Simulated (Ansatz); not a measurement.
**Worked example: correlation energy of Cl–GeH$_{2}$–Cl, singlet**

Geometry: displaced at random from a stationary point.

```json
{"atom": "Ge", "x (Å)": "-0.0102", "y (Å)": "-0.6054", "z (Å)": "0.0165"}
{"atom": "Cl", "x (Å)": "-0.0110", "y (Å)": "0.6312", "z (Å)": "-1.7298"}
{"atom": "Cl", "x (Å)": "0.0369", "y (Å)": "0.6905", "z (Å)": "1.6979"}
{"atom": "H", "x (Å)": "1.2288", "y (Å)": "-1.4376", "z (Å)": "-0.0075"}
{"atom": "H", "x (Å)": "-1.4029", "y (Å)": "-1.4215", "z (Å)": "-0.0590"}
```

Basis cc-pVDZ; Ansatz 0.2.0. Correlated methods freeze the noble-gas cores and the filled d shells of p-block atoms, which leaves 20 electrons in 49 orbitals. R marks a restricted (for open shells ROHF) determinant. No spin–orbit coupling is included, and no scalar relativity.

Full CI isn't at hand for all of this; RCCSDT(Q) serves as the reference, and is uncertain by about the last step of the cluster series.

Runs differ by some tens of microhartree through their thresholds, so steps under 0.03 kcal/mol mean nothing.

| level | total energy (hartree) |
| --- | --- |
| RHF | -2995.586943 |
| RMP2 | -2995.948267 |
| RCCSD | -2995.986589 |
| RCCSD(T) | -2995.994961 |
| RCCSDT | -2995.995766 |
| RCCSDT(Q) | -2995.996552 |

What is the correlation energy at RCCSDT(Q), and what share of it do RMP2 and RCCSD(T) recover?

E(corr) = -2995.996552 − (-2995.586943) = -0.409609 hartree = -11.146 eV. RMP2: -0.361324 / -0.409609 = 88.21 %. RCCSD(T): -0.408018 / -0.409609 = 99.61 %.

By how many kcal/mol does RCCSD(T) miss RCCSDT(Q) (1 hartree = 627.509 kcal/mol), and which steps make up the rest?

-2995.994961 − (-2995.996552) = 0.001591 hartree = 1.00 kcal/mol. Steps: RCCSDT − RCCSD(T) = -0.51, RCCSDT(Q) − RCCSDT = -0.49 kcal/mol. Differences between like states or geometries often cancel part of this.
